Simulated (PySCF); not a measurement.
Consider `[BH3-]P` ([BH5P]-). Optimised structure (Å), atoms numbered from 1:
```
B    -0.8099   -0.1186   -0.0568
P     1.1240    0.0363   -0.5461
H    -1.4064    0.6951   -0.7788
H    -1.1430   -1.2738   -0.3627
H    -1.0159    0.1076    1.1435
H     1.5002    1.2851    0.0606
H     1.7698   -0.7268    0.4881
```

Computed at CAM-B3LYP-D3(BJ)/ma-def2-TZVP // PBE0-D3(BJ)/ma-def2-SVP with PySCF (density fitting, grid level 2). Zero-point and thermal terms (298.15 K, 1 bar) come from unscaled PBE0-D3(BJ)/ma-def2-SVP harmonic frequencies, with soft modes damped to free rotors in the entropy.

What are the vertical and the adiabatic detachment energy for forming the radical?

3.32 eV vertical and 2.69 eV adiabatic, the latter with zero-point energy.

Where does the unpaired spin of the relaxed radical sit?

P2 (phosphorus) 0.76, H (on B1) 0.13, B1 (boron) 0.13 (intrinsic atomic orbital populations).

How far is −ε(HOMO) from the vertical value by ΔSCF?

−ε(HOMO) = 2.48 eV, which is 0.84 eV below the ΔSCF value.
